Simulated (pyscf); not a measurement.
Thermochemistry of product channels of H₂B–F + H₂O on the singlet surface, in kcal/mol, from ωB97M-D3(BJ)/def2-TZVP energies (ideal gas, 1 atm, RRHO with modes under 100 cm⁻¹ raised to 100, one conformer, R ln 2 for rigid chiral ones). PySCF, gas phase, ωB97X-D3(BJ)/def2-SVP geometries.

```tsv
products	ΔE	ΔH(298 K)	ΔG(298 K)	ΔG(1200 K)
HO–BH–F + H₂	[?]	-35.8	-33.8	-29.6
H₂B–OH + HF	[?]	+0.4	+1.0	+1.9
```

**Question.** Fill in the missing entries.

**Answer.** 
- HO–BH–F + H₂, ΔE: -33.5
- H₂B–OH + HF, ΔE: +0.2

These are energies of the channels, which say nothing of barriers.
